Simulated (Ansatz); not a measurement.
Input file:

```yaml
crystal:
  periodic: [false, false, false]
  atoms:
    - {symbol: H, position_ang: [-2.113546, 0.059434, 0.000000]}
    - {symbol: H, position_ang: [-0.858546, 0.059434, 0.000000]}
    - {symbol: N, position_ang: [0.181454, 0.059434, 0.000000]}
    - {symbol: H, position_ang: [0.450536, -0.944792, 0.000000]}
basis:
  gaussian: {orbitals: "6-31++G**"}
magnetization: {spin_polarized: false, initial_magnetization: 2}
correlation: {method: fic_mrcisd_q, electrons: outside_noble_gas, active_space: {window: {electrons: 4, orbitals: 4}, states: [{multiplicity: 3, irrep: Sigma, weights: [1]}]}}
```

```sh
$ ansatz run in.yaml --threads 1 --pin off --events-out ev --progress --plain --max-ram 2393MiB
```

(1) What does the program do with this input?

## Answers

(1) Stopped by an error. The input was made wrong on purpose (irrep not in the group), so the run isn't a sound calculation of what was asked.
```
609 factors; integrals over basis functions are off by at most 1.8e-7 eV
mean field evaluation 1: about -1523.7800 eV, gradient 1.6e1 eV
mean field evaluation 2: about -1523.7799 eV, gradient 1.6e1 eV
mean field evaluation 4: about -1524.9300 eV, gradient 3.5e0 eV
mean field evaluation 8: about -1525.0167 eV, gradient 5.4e-4 eV
mean field -1525.01668542 eV, -56.0433294959 hartree, gradient 1.7e-6 eV, S^2 2.000000; 0 other end points of the search recorded, 0 dependent functions left out
reference -1525.01668542 eV, -56.0433294959 hartree; 6, 4 occupied and 31, 33 virtual orbitals, 609 factors
Error: the irrep Sigma is not accepted for these orbitals, which take A', A'', or 1 to 2
```
